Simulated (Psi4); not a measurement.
# SiO (SMILES O=[Si]) at CCSD(T)/aug-cc-pVDZ (sweep point 4)

Wanted: the energy of SiO. 

Program for the calculation: Psi4 1.11.

## (1) Starting point

SiO has 2 atoms, charge 0, and is taken as a singlet. SMILES: `O=[Si]`. The coordinates come from a PBE0-D4/def2-TZVP relaxation.

Bond lengths: O1–Si2 1.509 Å.

## (2) A single-point energy at CCSD(T)/aug-cc-pVDZ (sweep point 4)

File input.inp:

```
memory 1600 MB

molecule m {
  0 1
  O     -0.640700     0.231500    -0.324000
  Si     0.640700    -0.231500     0.324000
  symmetry c1
}

set {
  basis aug-cc-pVDZ
  scf_type pk
  num_frozen_docc 6
  guess huckel
}

energy('ccsd(t)')
```

The run is started by

```sh
psi4 -n 1 input.inp input.out
```

What values should one expect? Wanted: total energy; HOMO energy; LUMO energy; HOMO–LUMO gap; correlation energy; (T) correction; T1 diagnostic.

**Answer.** As computed:

Level: CCSD(T)/aug-cc-pVDZ (sweep point 4), 6 core orbitals frozen.

```
                                   quantity          value
                               total energy  -364.10817 Eh
        HOMO energy (Hartree–Fock orbitals)      -11.90 eV
        LUMO energy (Hartree–Fock orbitals)        0.57 eV
      HOMO–LUMO gap (Hartree–Fock orbitals)       12.47 eV
correlation energy (6 core orbitals frozen)     -305.9 mEh
                             (T) correction     -13.27 mEh
                              T1 diagnostic          0.028
```

**Reading.** The T1 diagnostic of 0.028 is above the customary mark for such species, so a single reference may not serve. The triples make up 4.3 % of the correlation energy.
